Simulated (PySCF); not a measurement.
Molfile (atoms numbered from 1):
```
C4H10O2
     RDKit          3D

 16 15  0  0  0  0  0  0  0  0999 V2000
    1.9390   -0.9510   -0.2100 O   0  0  0  0  0  0  0  0  0  0  0  0
    1.2980    0.0799   -0.9207 C   0  0  0  0  0  0  0  0  0  0  0  0
    0.5531    0.9641    0.0587 C   0  0  0  0  0  0  0  0  0  0  0  0
   -0.3966    0.1979    0.9751 C   0  0  0  0  0  0  0  0  0  0  0  0
   -1.3638   -0.7133    0.2364 C   0  0  0  0  0  0  0  0  0  0  0  0
   -2.0609   -0.0699   -0.8017 O   0  0  0  0  0  0  0  0  0  0  0  0
    2.3573   -1.5414   -0.8428 H   0  0  0  0  0  0  0  0  0  0  0  0
    0.5766   -0.3234   -1.6585 H   0  0  0  0  0  0  0  0  0  0  0  0
    2.0240    0.6979   -1.4864 H   0  0  0  0  0  0  0  0  0  0  0  0
   -0.0083    1.7090   -0.5283 H   0  0  0  0  0  0  0  0  0  0  0  0
    1.2777    1.5216    0.6749 H   0  0  0  0  0  0  0  0  0  0  0  0
   -0.9602    0.9185    1.5955 H   0  0  0  0  0  0  0  0  0  0  0  0
    0.1876   -0.4223    1.6739 H   0  0  0  0  0  0  0  0  0  0  0  0
   -2.0560   -1.1864    0.9616 H   0  0  0  0  0  0  0  0  0  0  0  0
   -0.8013   -1.5342   -0.2351 H   0  0  0  0  0  0  0  0  0  0  0  0
   -2.5662    0.6530   -0.4153 H   0  0  0  0  0  0  0  0  0  0  0  0
  1  2  1  0
  2  3  1  0
  3  4  1  0
  4  5  1  0
  5  6  1  0
  1  7  1  0
  2  8  1  0
  2  9  1  0
  3 10  1  0
  3 11  1  0
  4 12  1  0
  4 13  1  0
  5 14  1  0
  5 15  1  0
  6 16  1  0
M  END
```

Geometry: PBE0-D3(BJ)/def2-SVP; GIAO absolute shieldings from PySCF 2.14, gas phase, non-relativistic, averaged over equivalent atoms.

At PBE0/pcSseg-1 (152 basis functions, 14 s wall time on 1 thread of an x86-64 server CPU, shared host):
```json
{"atoms": "O1/O6", "σ (ppm)": "306.0"}
{"atoms": "C2/C5", "σ (ppm)": "124.0"}
{"atoms": "C3/C4", "σ (ppm)": "156.7"}
{"atoms": "H8/H9/H14/H15", "σ (ppm)": "27.46"}
{"atoms": "H10/H11/H12/H13", "σ (ppm)": "29.72"}
{"atoms": "H7/H16", "σ (ppm)": "31.71"}
```

Predict the values at WP04/pcSseg-2 on the same geometry.

Results:


| atoms | σ at WP04/pcSseg-2 | change |
| --- | --- | --- |
| O1/O6 | 287.7 | -18.3 |
| C2/C5 | 106.8 | -17.2 |
| C3/C4 | 141.1 | -15.6 |
| H8/H9/H14/H15 | 27.93 | +0.47 |
| H10/H11/H12/H13 | 30.02 | +0.30 |
| H7/H16 | 31.57 | -0.14 |

The largest change is at O1/O6 (alcohol oxygen). Cost: 356 basis functions, 89 s wall time on 1 thread of an x86-64 server CPU, shared host.
